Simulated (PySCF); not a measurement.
Cyclopentane, C₅H₁₀.
Bonds: C1–C2, C2–C3, C3–C4, C4–C5, C1–C5. Hydrogens: H6, H7 on C1; H8, H9 on C2; H10, H11 on C3; H12, H13 on C4; H14, H15 on C5.

The same species was optimised twice, with GFN2-xTB and with PBE0-D3(BJ)/def2-SVP (PySCF), and the same property calculations (PySCF, gas phase) were run on both structures.

| coordinate | GFN2-xTB | PBE0-D3(BJ)/def2-SVP | change |
| --- | --- | --- | --- |
| C5–H14 (Å) | 1.091 | 1.104 | +0.013 |
| C1–H6 (Å) | 1.091 | 1.104 | +0.013 |
| C5–H15 (Å) | 1.089 | 1.101 | +0.012 |
| C1–H7 (Å) | 1.089 | 1.101 | +0.012 |
| C4–H12 (Å) | 1.091 | 1.102 | +0.011 |
| C4–H13 (Å) | 1.089 | 1.100 | +0.011 |
| C2–H9 (Å) | 1.091 | 1.102 | +0.011 |
| C2–H8 (Å) | 1.089 | 1.100 | +0.011 |
| C3–H11 (Å) | 1.090 | 1.101 | +0.011 |
| C3–H10 (Å) | 1.090 | 1.101 | +0.011 |
| C3–C4 (Å) | 1.539 | 1.545 | +0.006 |
| C2–C3 (Å) | 1.539 | 1.545 | +0.006 |
| C4–C5 (Å) | 1.528 | 1.530 | +0.002 |
| C1–C2 (Å) | 1.529 | 1.530 | +0.001 |
| C1–C5 (Å) | 1.525 | 1.526 | +0.001 |
| H14–C5–H15 (°) | 108.5 | 107.1 | -1.4 |
| H6–C1–H7 (°) | 108.5 | 107.1 | -1.4 |
| H10–C3–H11 (°) | 107.5 | 106.2 | -1.3 |
| H12–C4–H13 (°) | 107.8 | 106.6 | -1.2 |
| H8–C2–H9 (°) | 107.8 | 106.6 | -1.2 |
| C3–C4–H13 (°) | 112.1 | 112.8 | +0.7 |
| C3–C2–H8 (°) | 112.1 | 112.8 | +0.7 |
| C1–C5–H15 (°) | 112.9 | 113.6 | +0.7 |

Rotational constants: A = 6583, B = 6578, C = 3811 MHz (GFN2-xTB) against A = 6532, B = 6520, C = 3776 MHz (PBE0-D3(BJ)/def2-SVP). Point groups within 0.08 Å: C2 and C2.

On the GFN2-xTB structure: HOMO (eV) -8.79 [PBE0/pcSseg-1]; LUMO (eV) 1.36 [PBE0/pcSseg-1]; dipole (D) 0.02 [PBE0/pcSseg-1]; GIAO shielding of C1 (×5) (mean) (ppm) 158.0 [PBE0/pcSseg-1].

Q: What do these properties become on the PBE0-D3(BJ)/def2-SVP structure?

A: 
| property | level | on GFN2-xTB | on PBE0-D3(BJ)/def2-SVP | change |
| --- | --- | --- | --- | --- |
| HOMO (eV) | PBE0/pcSseg-1 | -8.79 | -8.72 | +0.07 |
| LUMO (eV) | PBE0/pcSseg-1 | 1.36 | 1.34 | -0.02 |
| dipole (D) | PBE0/pcSseg-1 | 0.02 | 0.02 | 0.00 |
| energy, GFN2-xTB geometry as zero (kcal/mol) | PBE0/pcSseg-1 | 0.0 | -0.3 | -0.3 |
| GIAO shielding of C1 (×5) (mean) (ppm) | PBE0/pcSseg-1 | 158.0 | 156.4 | -1.6 |

The heavy atoms differ by 0.004 Å rms after alignment. Among all bonds C1–H6, C1–H7, C5–H14 and C5–H15 change most and about equally (+0.012 to +0.013 Å). Changes are differences of the printed values. Neither structure is proved a minimum here.
